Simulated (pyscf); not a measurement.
## Four-centre exchange: HO–B(F)–F + HCl -> HO–BH–F + F–Cl

Gas phase, singlet surface, charge 0. Bonds broken: B2–F3, Cl6–H7. Bonds formed: B2–H7, F3–Cl6. Optimised with ωB97X-D3(BJ)/def2-SVP in PySCF. MP2 and CC: frozen core, UHF for open shells. ΔMP2 is the change of the MP2 total energy from the triple- to the quadruple-zeta basis.

Transition state (Å):

```xyz
7

O      0.4921     0.1857    -1.1214
B     -0.6128    -0.0978    -0.3713
F     -0.3818     0.4352     1.1366
F     -1.7984     0.3564    -0.7945
H      1.3172    -0.0893    -0.7085
Cl    -0.9566    -1.2002     2.0512
H     -0.7082    -1.3326     0.0953
```

One imaginary mode, 1033i cm⁻¹; descent along it reached the two sides named.

| bond | change | reactant side (Å) | saddle | product side |
|---|---|---|---|---|
| B2–F3 | breaks | 1.329 | 1.616 | 2.7 |
| Cl6–H7 | breaks | 1.286 | 1.976 | 3.4 |
| B2–H7 | forms | 2.7 | 1.323 | 1.210 |
| F3–Cl6 | forms | 3.7 | 1.960 | 1.649 |

Electronic energies relative to the separated reactants (kcal/mol):

```csv
level,barrier,reaction energy,reverse barrier
ωB97X-D3(BJ)/def2-TZVP,146.3,+101.8,44.5
PBE/def2-TZVP,122.8,+97.3,25.5
r²SCAN/def2-TZVP,132.5,+104.1,28.4
B3LYP-D3(BJ)/def2-TZVP,136.3,+100.5,35.9
PBE0-D3(BJ)/def2-TZVP,139.6,+103.0,36.6
M06-2X/def2-TZVP,150.1,+105.1,45.0
ωB97M-D3(BJ)/def2-TZVP,144.9,+102.6,42.4
HF/def2-TZVP,182.6,+111.1,71.5
MP2/def2-QZVPP,155.5,+108.6,46.9
CCSD/def2-TZVPP,155.9,+107.0,48.9
CCSD(T)/def2-TZVPP,146.9,+105.5,41.3
CCSD(T)/def2-TZVPP + ΔMP2(QZVPP),147.0,+104.9,42.1
```

With CCSD(T)/def2-TZVPP + ΔMP2(QZVPP) energies and thermal terms (ideal gas, 1 atm, RRHO with modes under 100 cm⁻¹ raised to 100, one conformer, R ln 2 for chiral ones without a mode under 150 cm⁻¹), in kcal/mol:

```
T (K)    ΔH‡    ΔG‡      ΔH      ΔG
-----  -----  -----  ------  ------
298    145.7  155.7  +105.0  +104.2
600    145.9  165.7  +104.7  +103.6
900    146.3  175.5  +104.6  +103.0
1200   146.8  185.2  +104.6  +102.5
```

The same reactants have a lower exit, to H₂O + F–B(F)–Cl (barrier +21.1 kcal/mol at ωB97M-D3(BJ)/def2-TZVP, against +144.9 kcal/mol here). This is the saddle that the search found; another between the same sides may lie lower. A restricted solution here is unstable towards spin polarisation, so biradical character is likely and single-reference numbers are less safe. The CCSD(T) − MP2 part came from Ansatz, without density fitting, on the same reference. The largest closed-shell T1 diagnostic is 0.034, which may signal static correlation.
